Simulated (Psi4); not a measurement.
# One shape, several levels: singlet OF−

Wanted: a comparison of 6 runs (BHLYP/aug-cc-pVTZ, BLYP/aug-cc-pVTZ, CAM-B3LYP/aug-cc-pVTZ, M06-2X/aug-cc-pVTZ, M06-L/aug-cc-pVTZ, PBE/aug-cc-pVTZ) of singlet OF−. 

The calculation is run with Psi4 1.11.

## Step 1: The structure to begin with

OF− has 2 atoms, charge -1, and is taken as a singlet. As SMILES of the parent species, `[O]F`. The coordinates come from a PBE0-D4/def2-TZVP relaxation. That shape belongs to the parent species and isn't relaxed for this state.

Bond lengths: O1–F2 1.330 Å.

## Step 2: Energy and gradient at BHLYP/aug-cc-pVTZ (run 1)

The input, calc.in:

```
memory 2200 MB

molecule system {
  -1 1
  O      0.000000     0.000000    -0.015950
  F      0.000000     0.000000     1.314400
  units angstrom
  symmetry c1
  no_reorient
  no_com
}

set globals {
  basis                aug-cc-pVTZ
  puream               true
  e_convergence        1e-09
  d_convergence        1e-08
  scf_type             pk
  dft_radial_points    99
  dft_spherical_points 590
}

e, wfn = gradient("bhhlyp", return_wfn=True)
oeprop(wfn, "DIPOLE", "LOWDIN_CHARGES", "MAYER_INDICES")
print_variables()
```

Started as:

```
$ psi4 -i calc.in -o calc.out -n 1
```

calc.out:

```text
[...]
  Running in c1 symmetry.
[...]
  Nuclear repulsion =   28.639650594384939
[...]
  Multiplicity = 1
[...]
  Nalpha       = 9
  Nbeta        = 9
[...]
    Number of basis functions: 92
[...]
   @RKS iter   1:  -174.81287222564123   -4.49534e-01   5.76930e-03 ADIIS/DIIS
[...]
   @RKS iter  10:  -174.92938022463696   -3.89377e-12   2.61720e-09 DIIS
[...]
    Orbital Energies [Eh]
    ---------------------
    Doubly Occupied:
       1A    -25.031837     2A    -19.382699     3A     -1.116575
       4A     -0.668250     5A     -0.275241     6A     -0.275241
       7A     -0.265074     8A     -0.019678     9A     -0.019678
[...]
  @RKS Final Energy:  -174.92938022463696
   => Energetics <=
    Nuclear Repulsion Energy =             28.6396505943849391
    One-Electron Energy =                -305.8695772683697669
    Two-Electron Energy =                 112.2473267258534122
    DFT Exchange-Correlation Energy =      -9.9467802765055264
    Empirical Dispersion Energy =           0.0000000000000000
    VV10 Nonlocal Energy =                  0.0000000000000000
    Total Energy =                       -174.9293802246369580
[...]
  -Total Gradient:
     Atom            X                  Y                   Z
    ------   -----------------  -----------------  -----------------
       1        0.000000000000     0.000000000000     0.109378987383
       2        0.000000000000    -0.000000000000    -0.109378990166
[...]
 Multipole Moments:
 ------------------------------------------------------------------------------------
     Multipole            Electronic (a.u.)      Nuclear  (a.u.)        Total (a.u.)
 ------------------------------------------------------------------------------------
 L = 1.  Multiply by 2.5417464519 to convert [e a0] to [Debye]
 Dipole X            :         -0.0000000            0.0000000           -0.0000000
 Dipole Y            :          0.0000000            0.0000000            0.0000000
 Dipole Z            :        -22.6468577           22.1135751           -0.5332826
 Magnitude           :                                                    0.5332826
[...]
```

Wall time 26 s (1 thread of Intel Xeon at 2.50GHz (Skylake/Cascade Lake), shared host); peak memory 0.65 GiB.

## Step 3: Energy and gradient at BLYP/aug-cc-pVTZ (run 2)

The input, fo.json:

```json
{
  "schema_name": "qcschema_input",
  "schema_version": 1,
  "molecule": {
    "schema_name": "qcschema_molecule",
    "schema_version": 2,
    "symbols": ["O", "F"],
    "geometry": [0.0, 0.0, -0.03014113, 0.0, 0.0, 2.48385602],
    "molecular_charge": -1,
    "molecular_multiplicity": 1,
    "fix_symmetry": "c1"
  },
  "driver": "gradient",
  "model": {
    "method": "blyp",
    "basis": "aug-cc-pVTZ"
  },
  "keywords": {
    "reference": "rks",
    "puream": true,
    "e_convergence": 1e-09,
    "d_convergence": 1e-08,
    "scf_type": "pk",
    "dft_radial_points": 99,
    "dft_spherical_points": 590
  }
}
```

Started as:

```
$ psi4 --qcschema fo.json -n 1 --memory 2200MB
```

stdout:

```text
[...]
  Running in c1 symmetry.
[...]
  Nuclear repulsion =   28.639650605809155
[...]
  Multiplicity = 1
[...]
  Nalpha       = 9
  Nbeta        = 9
[...]
    Number of basis functions: 92
[...]
   @RKS iter   1:  -174.78185036587755   -1.05436e-01   8.23557e-03 ADIIS/DIIS
[...]
   @RKS iter  11:  -175.00688875383153   -1.87299e-11   7.17995e-09 DIIS
[...]
    Orbital Energies [Eh]
    ---------------------
    Doubly Occupied:
       1A    -24.027784     2A    -18.489847     3A     -0.865654
       4A     -0.464700     5A     -0.154385     6A     -0.121418
       7A     -0.121418     8A      0.101334     9A      0.101334
[...]
  @RKS Final Energy:  -175.00688875383153
   => Energetics <=
    Nuclear Repulsion Energy =             28.6396506058091553
    One-Electron Energy =                -305.4252314747591868
    Two-Electron Energy =                 120.9632592488543850
    DFT Exchange-Correlation Energy =     -19.1845671337359001
    Empirical Dispersion Energy =           0.0000000000000000
    VV10 Nonlocal Energy =                  0.0000000000000000
    Total Energy =                       -175.0068887538315323
[...]
 Multipole Moments:
 ------------------------------------------------------------------------------------
     Multipole            Electronic (a.u.)      Nuclear  (a.u.)        Total (a.u.)
 ------------------------------------------------------------------------------------
 L = 1.  Multiply by 2.5417464519 to convert [e a0] to [Debye]
 Dipole X            :          0.0000000            0.0000000            0.0000000
 Dipole Y            :         -0.0000000            0.0000000           -0.0000000
 Dipole Z            :          1.5253691           -0.5771080            0.9482611
 Magnitude           :                                                    0.9482611
[...]
  -Total Gradient:
     Atom            X                  Y                   Z
    ------   -----------------  -----------------  -----------------
       1       -0.000000000000    -0.000000000000     0.142807079874
       2        0.000000000000    -0.000000000000    -0.142807044202
[...]
```

The result, in JSON:

```text
{
 "driver": "gradient",
 "model": {
  "method": "blyp",
  "basis": "aug-cc-pVTZ"
 },
 "success": true,
 "return_result": [-2.0733192778072314e-14, -8.808366105048367e-14, 0.14280707987420205, 5.666200326510916e-14, -1.4153175372806755e-14, -0.14280704420174384],
 "properties": {
  "calcinfo_nbasis": 92,
  "calcinfo_nmo": 92,
  "calcinfo_nalpha": 9,
  "calcinfo_nbeta": 9,
  "calcinfo_natom": 2,
  "nuclear_repulsion_energy": 28.639650605809155,
  "return_energy": -175.00688875383153,
  "return_gradient": [-2.0733192778072314e-14, -8.808366105048367e-14, 0.14280707987420205, 5.666200326510916e-14, -1.4153175372806755e-14, -0.14280704420174384],
  "scf_one_electron_energy": -305.4252314747592,
  "scf_two_electron_energy": 120.96325924885438,
  "scf_xc_energy": -19.1845671337359,
  "scf_dipole_moment": [5.434732222596216e-15, -1.6252923397965563e-15, 0.948261131580888],
  "scf_total_energy": -175.00688875383153,
  "scf_total_gradient": [-2.0733192778072314e-14, -8.808366105048367e-14, 0.14280707987420205, 5.666200326510916e-14, -1.4153175372806755e-14, -0.14280704420174384],
  "scf_iterations": 11
 }
}
```

Run time: 24 s. Hardware: 1 thread of Intel Xeon at 2.50GHz (Skylake/Cascade Lake), shared host; peak memory 0.65 GiB.

Runs 3 to 5 aren't shown in full; the table further down has their settings and results.

## Step 4: Energy and forces at PBE/aug-cc-pVTZ (run 6)

The input, fo.xyz:

```xyz
2
FO
O      0.000000     0.000000    -0.015950
F      0.000000     0.000000     1.314400
```

The input, run.py:

```python
import numpy as np
from ase.calculators.psi4 import Psi4
from ase.io import read

a = read('fo.xyz')
calc = Psi4(atoms=a, method='pbe', basis='aug-cc-pVTZ', memory='2200MB', num_threads=1, charge=-1, multiplicity=1, label='fo')
calc.psi4.set_options({'puream': True, 'e_convergence': 1e-09, 'd_convergence': 1e-08, 'scf_type': 'pk', 'dft_radial_points': 99, 'dft_spherical_points': 590})
a.calc = calc

forces = a.get_forces()
print(f'energy: {a.get_potential_energy():.6f} eV')
print('forces / eV A^-1')
print(np.round(forces, 5))
```

Started as:

```
$ python run.py
```

fo.dat:

```text
[...]
  Running in c1 symmetry.
[...]
  Nuclear repulsion =   28.639650594384939
[...]
  Multiplicity = 1
[...]
  Nalpha       = 9
  Nbeta        = 9
[...]
    Number of basis functions: 92
[...]
   @RKS iter   1:  -174.63374867349452   -1.13927e-01   7.93069e-03 DIIS/ADIIS
[...]
   @RKS iter  11:  -174.84769174251588   -2.24247e-11   6.69306e-09 DIIS
[...]
    Orbital Energies [Eh]
    ---------------------
    Doubly Occupied:
       1A    -24.000204     2A    -18.463858     3A     -0.872801
       4A     -0.469664     5A     -0.158244     6A     -0.122877
       7A     -0.122877     8A      0.102042     9A      0.102042
[...]
  @RKS Final Energy:  -174.84769174251588
   => Energetics <=
    Nuclear Repulsion Energy =             28.6396505943849391
    One-Electron Energy =                -305.3959096508679636
    Two-Electron Energy =                 120.9243828411030677
    DFT Exchange-Correlation Energy =     -19.0158155271359028
    Empirical Dispersion Energy =           0.0000000000000000
    VV10 Nonlocal Energy =                  0.0000000000000000
    Total Energy =                       -174.8476917425158774
[...]
 Multipole Moments:
 ------------------------------------------------------------------------------------
     Multipole            Electronic (a.u.)      Nuclear  (a.u.)        Total (a.u.)
 ------------------------------------------------------------------------------------
 L = 1.  Multiply by 2.5417464519 to convert [e a0] to [Debye]
 Dipole X            :          0.0000000            0.0000000            0.0000000
 Dipole Y            :         -0.0000000            0.0000000           -0.0000000
 Dipole Z            :          1.5330943           -0.5771080            0.9559863
 Magnitude           :                                                    0.9559863
[...]
  -Total Gradient:
     Atom            X                  Y                   Z
    ------   -----------------  -----------------  -----------------
       1       -0.000000000000    -0.000000000000     0.128603635224
       2       -0.000000000000     0.000000000000    -0.128603455116
[...]
```

Standard output:

```text
energy: -4757.848035 eV
forces / eV A^-1
[[ 0.       0.      -6.61306]
 [ 0.      -0.       6.61306]]
```

It took 25 s on 1 thread of Intel Xeon at 2.50GHz (Skylake/Cascade Lake), shared host; peak memory 0.67 GiB.

## Step 5: Overview of the runs

| run | level | properties | task | energy (Eh) | HOMO energy (eV) | LUMO energy (eV) | HOMO–LUMO gap (eV) | wall time |
| --- | --- | --- | --- | --- | --- | --- | --- | --- |
| 1 | BHLYP/aug-cc-pVTZ | (dipole, lowdin, mayer) | gradient | -174.929380 | -0.54 | 6.58 | 7.12 | 26 s |
| 2 | BLYP/aug-cc-pVTZ | – | gradient | -175.006889 | 2.76 | 5.53 | 2.77 | 24 s |
| 3 | CAM-B3LYP/aug-cc-pVTZ | – | gradient | -174.971119 | -0.44 | 6.66 | 7.11 | 35 s |
| 4 | M06-2X/aug-cc-pVTZ | – | energy | -174.948287 | -0.55 | 6.16 | 6.71 | 19 s |
| 5 | M06-L/aug-cc-pVTZ | – | energy | -174.966212 | 2.82 | 5.96 | 3.14 | 20 s |
| 6 | PBE/aug-cc-pVTZ | – | gradient | -174.847692 | 2.78 | 5.56 | 2.79 | 25 s |

## Step 6: What came out

```
                                                    quantity          value
                                         run 6: total energy  -174.84769 Eh
                                          run 6: HOMO energy        2.78 eV
                                          run 6: LUMO energy        5.56 eV
run 6: HOMO–LUMO gap (to an unbound level, set by the basis)        2.79 eV
                             run 6: largest force on an atom     6.613 eV/Å
```

In words: The HOMO–LUMO gap runs from 2.77 eV (BLYP/aug-cc-pVTZ) to 7.12 eV (BHLYP/aug-cc-pVTZ). The empty levels of an anion lie above zero and hang on the basis. Totals of different functionals can't be ranked against each other. In runs 2, 5, 6 the HOMO lies above zero, so the outermost electron may be held by the basis alone. All runs together took 2.5 min, the longest 35 s.
